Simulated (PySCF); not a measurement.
Reproducing measurements on CFCl3

**What was measured.**

NIST CCCBDB Release 22 (SRD 101), experimental dipoles lists, for the gas: dipole moment (microwave Stark effect, vibrational ground state) 0.46 ± 0.02 D.

The results are set against them at the end.

CFCl3.
Atom-mapped SMILES: `[F:1][C:2]([Cl:3])([Cl:4])[Cl:5]`

Structure used (GFN2-xTB), in Å, numbered top down from 1:
```
atom  x, y, z in Å
F1     0.0603   -0.1410    1.3961
C2     0.0046   -0.0063    0.0667
Cl3   -0.4579    1.6606   -0.3126
Cl4    1.6028   -0.3706   -0.6039
Cl5   -1.2011   -1.1397   -0.5634
```

Runs made with PySCF (gas phase, on this GFN2-xTB geometry; no spin–orbit coupling):

```csv
level,job,basis functions
B97-2/cc-pVDZ,shieldings,82
BHandHLYP/cc-pVDZ,shieldings,82
CAM-B3LYP/cc-pVDZ,shieldings,82
HCTH407/cc-pVDZ,shieldings,82
HSE06/cc-pVDZ,shieldings,82
LC-wPBE/cc-pVDZ,shieldings,82
OLYP/cc-pVDZ,shieldings,82
WP04/cc-pVDZ,shieldings,82
mPW1PW91/cc-pVDZ,shieldings,82
revPBE/cc-pVDZ,shieldings,82
wB97X-D/cc-pVDZ,shieldings,82
wB97X/cc-pVDZ,shieldings,82
```

Results beside the measurements:

**Dipole moment.** Measured: 0.46 D (NIST CCCBDB Release 22 (SRD 101), experimental dipoles).

```
            level  computed (D)  computed − measured (D)  % (from the printed values)
    B97-2/cc-pVDZ          0.28                    -0.18                          -39
BHandHLYP/cc-pVDZ          0.40                    -0.06                          -13
CAM-B3LYP/cc-pVDZ          0.30                    -0.16                          -35
  HCTH407/cc-pVDZ          0.18                    -0.28                          -61
    HSE06/cc-pVDZ          0.29                    -0.17                          -37
  LC-wPBE/cc-pVDZ          0.26                    -0.20                          -43
     OLYP/cc-pVDZ          0.16                    -0.30                          -65
     WP04/cc-pVDZ          0.41                    -0.05                          -11
 mPW1PW91/cc-pVDZ          0.29                    -0.17                          -37
   revPBE/cc-pVDZ          0.14                    -0.32                          -70
  wB97X-D/cc-pVDZ          0.29                    -0.17                          -37
    wB97X/cc-pVDZ          0.28                    -0.18                          -39
```

Closest is WP04/cc-pVDZ (-0.05 D), furthest revPBE/cc-pVDZ (-0.32 D); one molecule doesn't rank methods. All 12 levels lie below the measurement. The computed dipoles belong to one fixed geometry; measured ones are averaged over vibrations unless marked μe. Magnitudes are compared, not signs.

No measured geometry was used, and the causes of the misses weren't examined.
